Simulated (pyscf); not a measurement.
## Four-centre exchange: silyl (SiH₃•) + ammonia (NH₃) → H₂N–SiH₂• + hydrogen (H₂)

Gas phase, doublet surface, charge 0. Bonds broken: Si1–H2, N5–H6. Bonds formed: Si1–N5, H2–H6. Structures and frequencies: ωB97X-D3(BJ)/def2-SVP in PySCF.

Transition state (Å):

```xyz
8

Si    -0.5343     0.7331    -0.0273
H      1.0698    -0.3259    -0.0604
H      0.3246     1.7475     0.6584
H     -0.4662     0.6178    -1.5168
N     -0.8163    -0.9124     0.9298
H      0.3492    -0.9678     0.5348
H     -1.5100    -1.5428     0.5209
H     -0.9969    -0.8104     1.9312
```

One imaginary mode, 1626i cm⁻¹; descent along it reached the two sides named, in the forms told below.

```tsv
bond	change	reactant side (Å)	saddle	product side
Si1–H2	breaks	1.500	1.922	4.2
N5–H6	breaks	1.021	1.232	2.6
Si1–N5	forms	2.581	1.924	1.742
H2–H6	forms	2.9	1.134	0.762
```

Electronic energies relative to the separated reactants (eV):

```csv
level,barrier,reaction energy,reverse barrier
ωB97X-D3(BJ)/def2-TZVP,1.77,-0.33,2.09
PBE/def2-TZVP,1.50,-0.28,1.78
r²SCAN/def2-TZVP,1.63,-0.32,1.94
B3LYP-D3(BJ)/def2-TZVP,1.74,-0.32,2.06
PBE0-D3(BJ)/def2-TZVP,1.62,-0.26,1.88
M06-2X/def2-TZVP,1.82,-0.35,2.18
ωB97M-D3(BJ)/def2-TZVP,1.79,-0.28,2.06
HF/def2-TZVP,2.62,-0.10,2.72
```

With ωB97M-D3(BJ)/def2-TZVP energies and thermal terms (ideal gas, 1 atm, RRHO with modes under 100 cm⁻¹ raised to 100, one conformer, R ln 2 for chiral ones without a mode under 150 cm⁻¹), in eV:

```
T (K)   ΔH‡   ΔG‡     ΔH     ΔG
-----  ----  ----  -----  -----
298    1.68  2.09  -0.40  -0.35
600    1.69  2.50  -0.34  -0.33
900    1.73  2.89  -0.30  -0.33
1200   1.77  3.28  -0.26  -0.34
```

On the reactant side the descent ends in a complex (not fully relaxed), 0.18 eV under the separated species and 1.95 eV under the saddle at ωB97X-D3(BJ)/def2-TZVP. At the saddle there is also a short H–Si contact that neither side keeps. The same reactants have a lower exit, to H₂N–SiH₃ + H• (barrier +0.92 eV at ωB97M-D3(BJ)/def2-TZVP, against +1.79 eV here). This is the saddle that the search found; another between the same sides may lie lower.
